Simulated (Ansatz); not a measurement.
## YF₃ (Pnma, No. 62)

All values below come from LDA (Ansatz, a program for electronic structure, plane waves, PAW).

Settings: plane-wave cutoff 520 eV, 6×6×8 k mesh (along the axes of the cell as run), Fermi–Dirac smearing 0.01 eV, scalar-relativistic PAW data made under PBE.

Cell (measured lattice):

Space group Pnma (No. 62); a = 6.3537 Å, b = 6.8545 Å, c = 4.3953 Å, α = 90.00°, β = 90.00°, γ = 90.00°

| atom | site | symmetry | x | y | z |
|---|---|---|---|---|---|
| Y | 4c | .m. | 0.3673 | 0.2500 | 0.0591 |
| F | 4c | .m. | 0.0227 | 0.2500 | 0.9090 |
| F | 8d | 1 | 0.1652 | 0.0643 | 0.3755 |

For YF₃ (Pnma, No. 62), the band gap comes out as 7.68 eV and the smallest direct gap on the k points sampled is 7.74 eV.

Note: cell and atoms aren't relaxed at this level (largest force component 0.11 eV/Å, pressure -6.7 GPa).

Spin–orbit coupling is not included.

Static lattice: no zero-point or thermal effects.
